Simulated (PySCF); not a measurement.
Ligands exchanged one at a time, Al Cl-Br. Gas-phase values, no solvent. Strings in code marks are SMILES.

The dipole moment from two functionals at the same geometries (B3LYP-D3(BJ)/def2-TZVP), both in PySCF: PBE-D3(BJ)/def2-TZVP and B3LYP-D3(BJ)/def2-TZVP. B3LYP has the VWN-RPA correlation part, as in Gaussian. 

```json
[
 {"species": "0 of 3 Cl replaced by Br (`[Cl][Al]([Cl])[Cl]`)", "PBE-D3(BJ)/def2-TZVP (D)": "0.00", "B3LYP-D3(BJ)/def2-TZVP (D)": "0.00"},
 {"species": "1 of 3 Cl replaced by Br (`[Cl][Al]([Cl])[Br]`)", "PBE-D3(BJ)/def2-TZVP (D)": "0.18", "B3LYP-D3(BJ)/def2-TZVP (D)": "0.16"},
 {"species": "2 of 3 Cl replaced by Br (`[Cl][Al]([Br])[Br]`)", "PBE-D3(BJ)/def2-TZVP (D)": "0.18", "B3LYP-D3(BJ)/def2-TZVP (D)": "0.16"},
 {"species": "3 of 3 Cl replaced by Br (`[Br][Al]([Br])[Br]`)", "PBE-D3(BJ)/def2-TZVP (D)": "0.00", "B3LYP-D3(BJ)/def2-TZVP (D)": "0.00"}
]
```

Over these rows, drawn at random from the members with no instability flagged (it was tested for open shells, ions and some series alone), PBE minus B3LYP-D3(BJ): mean +0.01 D, from 0.00 D to +0.02 D.
